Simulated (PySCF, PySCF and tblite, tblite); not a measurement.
# Ethylamine (C₂H₇N): conformers and averaged spectra, part 2 of 2

PySCF and tblite. Atoms count from 0. Earlier steps stand in the parts before.

## Step 7: Couplings, conformer 1: B3LYP/pcJ-1

The job: settings as JSON, then the geometry in Å.

```
{"job": {"xc": "B3LYP", "basis": "pcJ-1", "kind": "j"}, "charge": 0, "multiplicity": 1}
C      0.998970     0.317471     0.242656
C     -0.122100    -0.593644    -0.266014
N     -1.455051    -0.024779    -0.175705
H      1.024196     1.244331    -0.328788
H      0.842771     0.563401     1.292155
H      1.962980    -0.174763     0.143744
H      0.056496    -0.843017    -1.315711
H     -0.125266    -1.525289     0.306507
H     -1.502864     0.836625    -0.710782
H     -1.671250     0.204318     0.789410
```

Standard output:

```text
coarse grid: 7576 points
cycle   1  E = -135.1186821192  dE =  6.120e-02  |g| = 4.432e-01  |ddm| = 2.153e+00
cycle   2  E = -135.0941455072  dE =  2.454e-02  |g| = 5.621e-01  |ddm| = 8.464e-01
cycle   3  E = -135.1656795601  dE = -7.153e-02  |g| = 4.543e-02  |ddm| = 4.673e-01
cycle   4  E = -135.1659525335  dE = -2.730e-04  |g| = 2.464e-02  |ddm| = 4.375e-02
cycle   5  E = -135.1660790538  dE = -1.265e-04  |g| = 5.292e-03  |ddm| = 1.912e-02
cycle   6  E = -135.1660850051  dE = -5.951e-06  |g| = 6.164e-04  |ddm| = 4.123e-03
final grid: 71016 points
cycle   7  E = -135.1883294229  dE = -5.521e-05  |g| = 5.783e-03  |ddm| = 1.753e-02
cycle   8  E = -135.1883249797  dE =  4.443e-06  |g| = 7.250e-03  |ddm| = 9.518e-03
cycle   9  E = -135.1883373824  dE = -1.240e-05  |g| = 3.157e-04  |ddm| = 5.339e-03
cycle  10  E = -135.1883373839  dE = -1.458e-09  |g| = 2.865e-04  |ddm| = 3.565e-04
cycle  11  E = -135.1883374007  dE = -1.685e-08  |g| = 2.541e-05  |ddm| = 1.918e-04
cycle  12  E = -135.1883374008  dE = -1.223e-10  |g| = 4.720e-06  |ddm| = 2.130e-05
converged SCF energy = -135.1883374008

Indirect spin-spin couplings (Hz)
  i      j    bonds     total        FC       PSO       DSO        SD
  0 C    1 C    1     32.136    32.339    -0.369     0.166         -
  0 C    2 N    2      1.085     0.649     0.387     0.018     0.031
  0 C    3 H    1    132.074   130.215     1.268     0.591         -
  0 C    4 H    1    132.112   130.254     1.268     0.591         -
  0 C    5 H    1    127.550   125.693     1.295     0.561         -
  0 C    6 H    2     -0.087     0.007     0.156    -0.250         -
  0 C    7 H    2     -0.098    -0.004     0.157    -0.250         -
  0 C    8 H    3      1.689     1.697     0.091    -0.099         -
  0 C    9 H    3      1.675     1.683     0.091    -0.100         -
  1 C    2 N    1     -3.827    -3.068     0.047    -0.064    -0.742
  1 C    3 H    2     -4.501    -4.492     0.199    -0.208         -
  1 C    4 H    2     -4.495    -4.486     0.199    -0.208         -
  1 C    5 H    2     -1.982    -1.998     0.224    -0.208         -
  1 C    6 H    1    140.528   139.171     0.541     0.815         -
  1 C    7 H    1    140.470   139.113     0.542     0.815         -
  1 C    8 H    2     -2.610    -2.637     0.464    -0.437         -
  1 C    9 H    2     -2.606    -2.633     0.464    -0.438         -
  2 N    3 H    3     -0.615    -0.661    -0.030     0.058     0.017
  2 N    4 H    3     -0.616    -0.662    -0.030     0.058     0.017
  2 N    5 H    3     -1.756    -1.874    -0.078     0.215    -0.020
  2 N    6 H    2     -2.934    -2.867    -0.178     0.104     0.006
  2 N    7 H    2     -2.917    -2.850    -0.178     0.104     0.006
  2 N    8 H    1    -65.890   -62.455    -2.975    -0.235    -0.224
  2 N    9 H    1    -65.902   -62.467    -2.975    -0.235    -0.224
  3 H    4 H    2    -12.302   -12.416     2.859    -2.745         -
  3 H    5 H    2    -13.615   -13.711     2.928    -2.832         -
  3 H    6 H    3      4.500     4.617     0.538    -0.655         -
  3 H    7 H    3     14.284    14.432     2.854    -3.002         -
  3 H    8 H    4     -0.271    -0.226    -1.109     1.064         -
  3 H    9 H    4     -0.415    -0.233     0.760    -0.942         -
  4 H    5 H    2    -13.612   -13.708     2.928    -2.832         -
  4 H    6 H    3     14.285    14.432     2.854    -3.002         -
  4 H    7 H    3      4.488     4.605     0.540    -0.657         -
  4 H    8 H    4     -0.415    -0.233     0.756    -0.938         -
  4 H    9 H    4     -0.271    -0.227    -1.107     1.062         -
  5 H    6 H    3      2.411     2.529     0.509    -0.627         -
  5 H    7 H    3      2.418     2.536     0.509    -0.627         -
  5 H    8 H    4     -0.899    -0.747     1.679    -1.830         -
  5 H    9 H    4     -0.900    -0.748     1.678    -1.830         -
  6 H    7 H    2    -13.951   -13.988     2.445    -2.408         -
  6 H    8 H    3      3.139     3.292     0.714    -0.868         -
  6 H    9 H    3     16.705    16.856     3.720    -3.871         -
  7 H    8 H    3     16.696    16.847     3.721    -3.872         -
  7 H    9 H    3      3.157     3.311     0.711    -0.864         -
  8 H    9 H    2     -8.431    -9.158     5.226    -4.499         -
```

Wall time 6.6 s (1 thread of Arm Neoverse V1, shared host); peak memory 0.63 GiB.

Key values: HOMO -6.40 eV, LUMO 1.16 eV; dipole 1.32 D.

## Step 8: Couplings, conformer 2: B3LYP/pcJ-1

The job: settings as JSON, then the geometry in Å.

```
{"job": {"xc": "B3LYP", "basis": "pcJ-1", "kind": "j"}, "charge": 0, "multiplicity": 1}
C      1.122763     0.144956    -0.220138
C     -0.178192    -0.359752     0.390228
N     -1.304654     0.068324    -0.424904
H      1.151330     1.232622    -0.206657
H      1.974791    -0.232526     0.339086
H      1.196890    -0.188588    -1.251265
H     -0.179902    -1.453602     0.398207
H     -0.245797    -0.015717     1.437588
H     -1.351661     1.082042    -0.448885
H     -2.176685    -0.273104    -0.035789
```

Standard output:

```text
coarse grid: 7576 points
cycle   1  E = -135.1170814269  dE =  6.497e-02  |g| = 4.497e-01  |ddm| = 2.166e+00
cycle   2  E = -135.0869955159  dE =  3.009e-02  |g| = 5.874e-01  |ddm| = 8.183e-01
cycle   3  E = -135.1652118398  dE = -7.822e-02  |g| = 4.024e-02  |ddm| = 4.625e-01
cycle   4  E = -135.1654048952  dE = -1.931e-04  |g| = 2.377e-02  |ddm| = 3.955e-02
cycle   5  E = -135.1655231873  dE = -1.183e-04  |g| = 4.398e-03  |ddm| = 1.789e-02
cycle   6  E = -135.1655271958  dE = -4.009e-06  |g| = 6.230e-04  |ddm| = 3.234e-03
final grid: 71016 points
cycle   7  E = -135.1879279783  dE = -5.340e-05  |g| = 6.064e-03  |ddm| = 1.406e-02
cycle   8  E = -135.1879224408  dE =  5.537e-06  |g| = 7.831e-03  |ddm| = 1.018e-02
cycle   9  E = -135.1879368699  dE = -1.443e-05  |g| = 3.474e-04  |ddm| = 5.625e-03
cycle  10  E = -135.1879368739  dE = -4.019e-09  |g| = 3.102e-04  |ddm| = 4.016e-04
cycle  11  E = -135.1879368934  dE = -1.947e-08  |g| = 2.784e-05  |ddm| = 2.063e-04
cycle  12  E = -135.1879368935  dE = -1.473e-10  |g| = 4.587e-06  |ddm| = 2.457e-05
converged SCF energy = -135.1879368935

Indirect spin-spin couplings (Hz)
  i      j    bonds     total        FC       PSO       DSO        SD
  0 C    1 C    1     36.982    37.202    -0.387     0.167         -
  0 C    2 N    2     -4.261    -4.435     0.139     0.008     0.028
  0 C    3 H    1    130.869   128.967     1.299     0.603         -
  0 C    4 H    1    129.822   127.948     1.303     0.570         -
  0 C    5 H    1    135.077   133.374     1.106     0.597         -
  0 C    6 H    2     -4.193    -4.143     0.201    -0.251         -
  0 C    7 H    2     -0.579    -0.507     0.170    -0.243         -
  0 C    8 H    3      1.433     1.425     0.081    -0.073         -
  0 C    9 H    3     12.534    12.596     0.583    -0.645         -
  1 C    2 N    1     -4.535    -3.649    -0.059    -0.066    -0.761
  1 C    3 H    2     -4.877    -4.849     0.186    -0.214         -
  1 C    4 H    2     -1.637    -1.618     0.194    -0.213         -
  1 C    5 H    2     -5.370    -5.370     0.206    -0.206         -
  1 C    6 H    1    140.261   138.893     0.553     0.816         -
  1 C    7 H    1    134.025   132.578     0.627     0.819         -
  1 C    8 H    2     -2.679    -2.759     0.512    -0.432         -
  1 C    9 H    2     -1.825    -1.822     0.455    -0.459         -
  2 N    3 H    3     -1.886    -1.842    -0.103     0.036     0.022
  2 N    4 H    3     -8.801    -8.851    -0.149     0.210    -0.011
  2 N    5 H    3     -1.465    -1.509     0.030     0.001     0.013
  2 N    6 H    2     -3.468    -3.383    -0.193     0.102     0.006
  2 N    7 H    2      0.491     0.479    -0.184     0.161     0.035
  2 N    8 H    1    -65.271   -61.840    -2.968    -0.238    -0.224
  2 N    9 H    1    -66.160   -62.750    -2.959    -0.225    -0.226
  3 H    4 H    2    -13.459   -13.560     2.947    -2.846         -
  3 H    5 H    2    -12.665   -12.762     2.850    -2.753         -
  3 H    6 H    3     15.154    15.300     2.880    -3.026         -
  3 H    7 H    3      5.181     5.316     0.488    -0.622         -
  3 H    9 H    4     -0.353    -0.216     2.042    -2.180         -
  4 H    5 H    2    -13.279   -13.346     2.972    -2.905         -
  4 H    6 H    3      3.686     3.810     0.469    -0.592         -
  4 H    7 H    3      1.928     2.049     0.500    -0.621         -
  4 H    8 H    4     -0.545    -0.421     1.772    -1.897         -
  4 H    9 H    4      3.294     3.399     2.087    -2.192         -
  5 H    6 H    3      4.308     4.429     0.544    -0.665         -
  5 H    7 H    3     14.083    14.217     2.876    -3.011         -
  5 H    8 H    4     -0.348    -0.210     0.642    -0.780         -
  5 H    9 H    4     -0.284    -0.142     2.013    -2.155         -
  6 H    7 H    2     -9.932    -9.987     2.404    -2.349         -
  6 H    8 H    3     16.846    16.990     3.720    -3.865         -
  6 H    9 H    3      2.596     2.756     0.658    -0.817         -
  7 H    8 H    3      2.743     2.964     0.805    -1.027         -
  7 H    9 H    3      1.992     2.222     0.792    -1.022         -
  8 H    9 H    2     -8.673    -9.385     5.333    -4.620         -
```

Wall time 6.5 s (1 thread of Arm Neoverse V1, shared host); peak memory 0.64 GiB.

In short: HOMO -6.39 eV, LUMO 1.22 eV; dipole 1.34 D.

## Step 9: The ensemble: properties at PBE0/pcSseg-1

The job: settings as JSON, then the geometry in Å.

```
{"job": {"study": "conf", "smiles": "CCN", "search": {"seed": 119, "n_embed": 60, "ff_keep": 14, "window": 3.0, "nmax": 10, "temps": [250, 273.15, 298.15, 323.15, 373.15], "t_ref": 298.15, "order": 0.001}, "level": {"nmr": {"xc": "PBE0", "basis": "pcSseg-1"}, "sp": {"xc": "PBE0", "basis": "def2-TZVP"}, "j": {"xc": "B3LYP", "basis": "pcJ-1"}}, "kind": "conf"}, "charge": 0, "multiplicity": 1}
C      1.122763     0.144956    -0.220138
C     -0.178192    -0.359752     0.390228
N     -1.304654     0.068324    -0.424904
H      1.151330     1.232622    -0.206657
H      1.974791    -0.232526     0.339086
H      1.196890    -0.188588    -1.251265
H     -0.179902    -1.453602     0.398207
H     -0.245797    -0.015717     1.437588
H     -1.351661     1.082042    -0.448885
H     -2.176685    -0.273104    -0.035789
```

Standard output:

```text
conformer  sym    E(xTB)   E(DFT)   G(298.15 K)  weight  dipole/D
    1     Cs      0.000    0.000    0.552   0.2827    1.303
    2     C1      1.138    0.041    0.000   0.7173    1.273

mean shielding (ppm) by class
class atoms           250 K   273.15 K   298.15 K   323.15 K   373.15 K
  0 C  0            165.534    165.519    165.506    165.494    165.476
  1 C  1            144.354    144.353    144.352    144.351    144.349
  2 N  2            224.663    224.648    224.634    224.623    224.605
  3 H  3,4,5          30.61     30.611     30.611     30.611     30.612
  4 H  6,7           28.772     28.773     28.774     28.774     28.775
  5 H  8,9           31.262     31.262     31.262     31.262     31.262
```

Wall time 26 s (1 thread of Arm Neoverse V1, shared host). This counts the runs that the step sums up.

The search (ETKDG and KDG, MMFF94s, GFN2-xTB) embedded 60 structures, kept 2 distinct ones after the force field and 2 after xTB; 2 were carried on (window 3.0 kcal/mol at the search's own energies). Energies: PBE0/def2-TZVP with D3(BJ).

Conformer by conformer (298 K):

```tsv
no.	group	mirror pair	ΔE xTB	ΔE DFT	ΔG	weight (%)	μ (D)	C0–C1–N2–H8 (°)	A, B, C (GHz)
1	Cs	no	0.00	0.00	0.55	28.3	1.30	59	31.83, 8.89, 7.93
2	C1	yes	1.14	0.04	0.00	71.7	1.27	-62	32.69, 9.06, 7.93
```

Energies in kcal/mol. ΔG holds xTB vibrations and rotation, symmetry numbers and mirror pairs.

Weights (%) by temperature:

```tsv
no.	250 K	273 K	298 K	323 K	373 K
2	72.2	72.0	71.7	71.5	71.2
1	27.8	28.0	28.3	28.5	28.8
```

How the weights hang on the way they are made:

```tsv
scheme	2	1	mean μ (D)
DFT free energy	72	28	1.28
DFT energy, symmetry counted	65	35	1.28
DFT energy alone	48	52	1.29
xTB energy, symmetry counted	23	77	1.30
xTB free energy	29	71	1.29
lowest conformer only	100	0	1.27
equal weights	50	50	1.29
```

Shifts against references run at the same level (1H TMS 31.72, 15N NH3 267.7, 13C TMS 186.9 ppm of shielding), by class of atoms, at 298 K:

```tsv
atoms	environment	no. 2	no. 1	average
C1	sp3 CH2 bonded to N	42.4	42.9	42.6
C0	methyl carbon	19.8	25.6	21.4
H6, H7	hydrogen on an sp3 CH2 bonded to N	3.01	2.77	2.94
H3, H4, H5	hydrogen on a methyl carbon	1.15	1.00	1.11
H8, H9	hydrogen on an amine nitrogen	0.47	0.42	0.45
N2	amine nitrogen	41.5	47.2	43.1
```

Couplings (Hz, B3LYP/pcJ-1; one pair named for each class), from conformers that hold 100 % of the weight:

```tsv
pair	bonds	no. 2	no. 1	average
C1–H6	1	137.1	140.5	138.1
C0–H3	1	131.9	130.6	131.5
N2–H8	1	-65.7	-65.9	-65.8
C0–C1	1	37.0	32.1	35.6
C1–N2	1	-4.5	-3.8	-4.3
H3–H4	2	-13.1	-13.2	-13.2
H6–H7	2	-9.9	-13.9	-11.1
H8–H9	2	-8.7	-8.4	-8.6
C1–H3	2	-4.0	-3.7	-3.9
C0–N2	2	-4.3	1.1	-2.8
C1–H8	2	-2.2	-2.6	-2.4
N2–H6	2	-1.5	-2.9	-1.9
C0–H6	2	-2.4	-0.1	-1.7
H3–H6	3	7.4	7.1	7.3
H6–H8	3	6.0	9.9	7.1
C0–H8	3	7.0	1.7	5.5
N2–H3	3	-4.0	-1.0	-3.2
```

Effective distances for nuclear Overhauser effects, ⟨r⁻⁶⟩^(−1/6) over all pairs of two classes (Å): H6···H8 2.51; H3···H6 2.60; H3···H8 3.03.

## Step 10: Summary of results

The summary covers parts 1 to 2.

| quantity | value |
| --- | --- |
| conformers | 2; the first in weight is no. 2 (C1), 72 % at 298 K |
| root-mean-square dipole | 1.28 D |
| averaged 13C shifts (PBE0/pcSseg-1) | 42.6, 21.4 ppm |
| averaged 1H shifts (PBE0/pcSseg-1) | 2.94, 1.11, 0.45 ppm |

Conformer 2 leads with 72 % at 298 K, and its share goes from 72 % at 250 K to 71 % at 373 K. Among conformers over 5 %, C0 differs by 5.8 ppm, while the average moves by 0.1 ppm from 250 to 373 K. Among vicinal couplings, C0–H8 differs most between the conformers listed (7.0 for no. 2, 1.7 for no. 1; average 5.5 Hz). Protons on O, N, S or Se exchange and bind to solvent, so their values hold for the lone molecule only.
